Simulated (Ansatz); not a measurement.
# CH₄B (doublet): the correlation ladder at a displaced geometry (v1), cc-pVDZ

The task here is to estimate one member of a computed series from the others.

Program: Ansatz 0.2.0, Gaussian basis. Level of theory: cc-pVDZ, core rule «outside noble gas», up to 2 orbitals frozen. These are calculated values, not measurements.

To be run: UHF; CCSD(T) on ROHF; CCSD(T) on UHF; BCCD(T) on ROHF; CISD as a restricted active space (open shells left free, so some higher excitations enter); CCSDT(Q) on ROHF; CCSDT(Q) on UHF; CASSCF and MRCISD+Q, 9 electrons in 9 orbitals; CASSCF and NEVPT2, 9 electrons in 9 orbitals.

19 further runs of the same task are left out: 10 that didn't finish, 9 set aside as unsound or not needed. Runs told in other sessions of the task aren't counted.

**The geometry**

The geometry is a PBE0/def2-TZVP stationary point (not a proven minimum) with its atoms shifted at random (size 0.040 Å).

6 atoms, charge 0, spin multiplicity 2.

Atoms are counted from 1 here; the program's logs count them from 0.

Bond lengths: B1–C2 1.535 Å, B1–H3 1.213 Å, B1–H4 1.207 Å, C2–H5 1.145 Å, C2–H6 1.101 Å. Angles: C2–B1–H3 117.6°, C2–B1–H4 118.1°, H3–B1–H4 124.3°, B1–C2–H5 124.5°, B1–C2–H6 124.9°, H5–C2–H6 110.2°.

The first run:

Input file in.yaml:

```yaml
crystal:
  periodic: [false, false, false]
  atoms:
    - {symbol: B, position_ang: [0.005660, 0.007086, 0.807106]}
    - {symbol: C, position_ang: [0.004827, -0.009056, -0.727385]}
    - {symbol: H, position_ang: [0.124802, 1.081417, 1.356853]}
    - {symbol: H, position_ang: [-0.121996, -1.043724, 1.386656]}
    - {symbol: H, position_ang: [-0.174200, 0.911047, -1.385000]}
    - {symbol: H, position_ang: [0.053170, -0.916828, -1.347815]}
basis:
  gaussian: {orbitals: cc-pVDZ}
magnetization: {spin_polarized: true, initial_magnetization: 1}
hamiltonian: {xc: hf}
output: {orbitals: {seedname: orbitals}}
```

Started as:

```bash
> ansatz run in.yaml --threads 1 --pin off --events-out ev --progress --plain --max-ram 2393MiB
```

Steps of the session up to this table: UHF; CCSD(T) on ROHF; CCSD(T) on UHF; BCCD(T) on ROHF; CISD as a restricted active space (open shells left free, so some higher excitations enter); CCSDT(Q) on ROHF; CCSDT(Q) on UHF; CASSCF and MRCISD+Q, 9 electrons in 9 orbitals; CASSCF and NEVPT2, 9 electrons in 9 orbitals.

One of the session's tables, all rows but one given; the rest of the session is left out.

It belongs to the step «Misses and costs». 

```
           method  from UCCSDT(Q) (meV)
             ROHF               +6770.3
              UHF               +6684.0
             RMP2               +1179.2
             UMP2               +1187.3
             CISD                +632.1
            RCCSD                +176.7
            UCCSD                +175.2
         RCCSD(T)                 +29.2
         UCCSD(T)                 +29.2
          BCCD(T)                 +29.1
           RCCSDT                  +7.0
           UCCSDT                  +6.7
        RCCSDT(Q)                  +0.5
        UCCSDT(Q)                     0
  CASSCF frontier               +4786.9
  NEVPT2 frontier               +1148.4
  MRCISD frontier                     ?
MRCISD+Q frontier                 +13.0
```

Estimate the missing values for MRCISD frontier.

The run gave: from UCCSDT(Q) (meV): +326.6. In the column «from UCCSDT(Q) (meV)» it lies between RCCSD (+176.7) and CISD (+632.1).

To keep in mind: Restricted and unrestricted rows rest on different reference determinants; a gap between their highest levels can come from leftover correlation error, from unlike frozen cores or from another state.
